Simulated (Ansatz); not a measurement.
Consider Al in the fcc (Cu type) structure (space group Fm-3m, No. 225; a = 4.0140 Å).

All numbers come from PBEsol in Ansatz (plane waves to 420 eV, PAW, no spin-orbit coupling), earlier PAW set.

The change: Cu takes the place of Al on all its sites, then cell and atoms are relaxed.

Measured lattice parameter a: Al 4.018 Å (static lattice; corrected from measurement; as listed in Daniel Mejia-Rodriguez, S. B. Trickey, Phys. Rev. B (2018)); Cu 3.595 Å (static lattice; corrected from measurement; as listed in Gábor I. Csonka et al., Physical Review B (2009)).

Q: How well does PBEsol reproduce the measured shift?

A: With PBEsol the lattice parameter a moves by -0.451 Å (4.014 → 3.563) against -0.423 Å measured.

No phonon test of stability was made. The final runs are not spin-polarised.

Ansatz is a program for electronic structure.
